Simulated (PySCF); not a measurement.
# NH₃: one-bond stretch

All numbers come from wB97X in PySCF with N def2-TZVP, H def2-TZVP; no relativity; density-fitted integrals.

Rigid scan from the singlet minimum (N–H 1.011 Å (×3); H–N–H 107.6° (×3)). Coordinate: the bond from N to the last atom (H) scaled, the rest fixed. Energies in kJ/mol from the minimum.

Q: Predict the curve at 0.92, 0.96, 1.00, 1.05, 1.12, 1.20, 1.35, 1.55, 1.80, 2.20.

A: 
```json
{"scale of one bond": "0.92", "E (kJ/mol)": "17.0", "dipole size (D)": "1.70"}
{"scale of one bond": "0.96", "E (kJ/mol)": "3.9", "dipole size (D)": "1.70"}
{"scale of one bond": "1.00", "E (kJ/mol)": "0.0", "dipole size (D)": "1.70"}
{"scale of one bond": "1.05", "E (kJ/mol)": "5.1", "dipole size (D)": "1.70"}
{"scale of one bond": "1.12", "E (kJ/mol)": "25.3", "dipole size (D)": "1.69"}
{"scale of one bond": "1.20", "E (kJ/mol)": "60.6", "dipole size (D)": "1.69"}
{"scale of one bond": "1.35", "E (kJ/mol)": "143.1", "dipole size (D)": "1.67"}
{"scale of one bond": "1.55", "E (kJ/mol)": "258.7", "dipole size (D)": "–"}
{"scale of one bond": "1.80", "E (kJ/mol)": "387.8", "dipole size (D)": "–"}
{"scale of one bond": "2.20", "E (kJ/mol)": "545.5", "dipole size (D)": "–"}
```

At long bonds a restricted determinant can lie too high, and another spin state can fall below this curve.
